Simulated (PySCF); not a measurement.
Delta-SCF ions had no search for a lower state. Excitations are Tamm–Dancoff values on a coarser integration grid. The basis has no diffuse functions, so Rydberg states are missing or too high.

Z-matrix (Å, degrees):
```
S
C 1 1.7951
H 2 1.0904 1 107.21
H 2 1.0919 3 108.71 1 -120.34
H 2 1.0919 3 108.71 4 -119.31
C 1 1.7951 2 99.38 3 179.99
H 6 1.0904 1 107.21 2 -180.00
H 6 1.0919 7 108.71 1 120.34
H 6 1.0919 7 108.71 8 119.31
```
Charge 0, spin multiplicity 1.

**Question.** Predict the HOMO, S1–T1 gap (TDA), HOMO–LUMO gap, vertical ionisation energy (Delta-SCF), T1 excitation (TDA), dipole moment, total energy and S1 excitation (TDA) from PBE-D3(BJ)/def2-TZVP // PBE0-D4/def2-TZVP (PySCF).

**Answer.** 
```
Property                                       Value
--------------------------------------  ------------
HOMO                                        -5.00 eV
S1–T1 gap (TDA)                              0.51 eV
HOMO–LUMO gap                                5.07 eV
vertical ionisation energy (Delta-SCF)       8.47 eV
T1 excitation (TDA)                          4.74 eV
dipole moment                                 1.53 D
total energy                            -13000.78 eV
S1 excitation (TDA)                          5.25 eV
```
